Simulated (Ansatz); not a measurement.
Consider the substitution at a C–Cl bond: `C=CCCCl` + H–F → `C=CCCF` + HCl.

Calculated with Ansatz (gas phase, PBE0-D4/def2-TZVP geometries, no zero-point term in ΔE). CCSD(T)/CBS is the MP2 limit (def2-TZVPP, def2-QZVPP) plus CCSD(T) − MP2 in def2-TZVPP, frozen cores. This one scheme is used for every species. Functionals use def2-TZVPP. HSE06 is defined as in plane-wave codes. Each species was taken in one conformer, which may not be the lowest.

`C=CCCCl`:

```xyz
12

C    -0.957    1.775   -0.045
C    -0.472    0.649   -0.548
C    -0.317   -0.621    0.222
C     1.115   -1.117    0.297
Cl    1.752   -1.576   -1.309
H    -1.048    2.671   -0.648
H    -1.287    1.841    0.988
H    -0.153    0.619   -1.586
H    -0.933   -1.409   -0.225
H    -0.670   -0.476    1.249
H     1.782   -0.349    0.686
H     1.189   -2.007    0.919
```

H–F:

```xyz
2

F     0.079   -0.262   -0.369
H    -0.079    0.262    0.369
```

`C=CCCF`:

Cartesian coordinates in Å:
```
C -1.476 1.301 -0.387
C -0.951 0.118 -0.102
C 0.325 -0.086 0.645
C 1.349 -0.878 -0.139
F 0.878 -2.158 -0.381
H -2.406 1.391 -0.937
H -0.998 2.225 -0.076
H -1.459 -0.786 -0.428
H 0.132 -0.621 1.582
H 0.768 0.880 0.909
H 2.285 -0.971 0.421
H 1.553 -0.413 -1.108
```

HCl:

```xyz
2

Cl   -0.489    0.210    0.355
H     0.489   -0.210   -0.355
```

CCSD(T)/CBS gives +25.9 kJ/mol.

**Question.** Another level gave +9.5 kJ/mol. Which?
A. MP2/def2-TZVPP
B. B97M-V/def2-TZVPP
C. revPBE-D4/def2-TZVPP
D. HSE06/def2-TZVPP

**Answer.** B. B97M-V 9.5, HSE06 16.7, revPBE-D4 23.3, MP2/def2-TZVPP 30.6 kJ/mol.

Largest T1 diagnostic among the species: 0.011.

The D4 term adds +6.8 kJ/mol with B3LYP and +3.7 kJ/mol with PBE0; it sums over pairs of atoms, weighted by their polarisabilities, and B3LYP, whose exchange is more repulsive, gets the larger term. At CCSD(T), def2-SVP lies −24.2 kJ/mol from the extrapolated value and def2-TZVPP −6.3 kJ/mol. In def2-TZVPP, CCSD(T) changes the Hartree–Fock value by +17.9 kJ/mol (the triples alone add +3.1 kJ/mol) and MP2 by +28.8 kJ/mol.

B3LYP here is the variant with VWN-RPA as its local correlation; programs differ in this.
